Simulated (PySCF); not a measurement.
# One molecule, many functionals

Compound: 2,2-difluoropropane, C₃H₆F₂.
SMILES with atom numbers: `[CH3:1][C:2]([CH3:3])([F:4])[F:5]` (hydrogens: H6, H7, H8 on C1; H9, H10, H11 on C3)

Linear-response calculations in the def2-SVPD basis (PySCF; singlets by full response, triplets Tamm–Dancoff, core orbitals frozen in the response; HF means time-dependent Hartree–Fock). 'Strongest' is the level of largest summed f among the singlets computed (10 roots, of which the last may lack a degenerate partner); it can jump between rows when another state enters that window. S1 is the lowest singlet of each run and needn't be the same state throughout; f(S1) is that of one state. Geometry: PBE0-D3(BJ)/def2-SVP; no solvent, vibrations or thermal averaging.

```csv
functional,kind,S1 (eV),f(S1),strongest (eV),T1 (eV),HOMO (eV),gap (eV),"ionisation energy, ΔSCF (eV)"
LDA,LDA,7.97,0.029,9.54,7.89,-8.03,7.94,11.56
PBE,GGA,7.87,0.033,9.44,7.76,-7.87,7.83,11.37
B3LYP,"global hybrid, 20% exact exchange",8.75,0.037,10.31,8.63,-9.36,9.69,11.91
PBE0,"global hybrid, 25% exact exchange",9.03,0.038,10.60,8.89,-9.58,10.22,11.90
BHandHLYP,"global hybrid, 50% exact exchange",9.88,0.045,11.30,9.71,-11.24,12.32,12.35
wB97X-D,range-separated hybrid,9.60,0.037,11.08,9.47,-11.53,13.82,12.00
LC-wPBE,range-separated hybrid,10.00,0.033,11.48,9.78,-12.39,14.72,12.20
HF,Hartree–Fock,11.38,0.087,12.36,10.83,-13.69,16.25,not settled
```

Problem. What does CAM-B3LYP (range-separated hybrid) give?

Solution. S1 (eV) 9.31, f(S1) 0.037, strongest (eV) 10.84, T1 (eV) 9.16, HOMO (eV) -11.11, gap (eV) 12.34, ionisation energy, ΔSCF (eV) 12.14. S1 runs from 7.87 eV (PBE) to 11.38 eV (HF), a spread of 3.52 eV, while the orbital gap spreads over 8.4 eV. Along PBE (0%), B3LYP (20%), PBE0 (25%), BHandHLYP (50%), HF (100%) S1 rises with the share of exact exchange. −ε(HOMO) comes closest to its own ΔSCF ionisation energy with LC-wPBE (+0.19 eV) and misses most with LDA (-3.53 eV). 'Not settled' means that the ion's SCF failed to converge or may have ended in another state than the lowest.
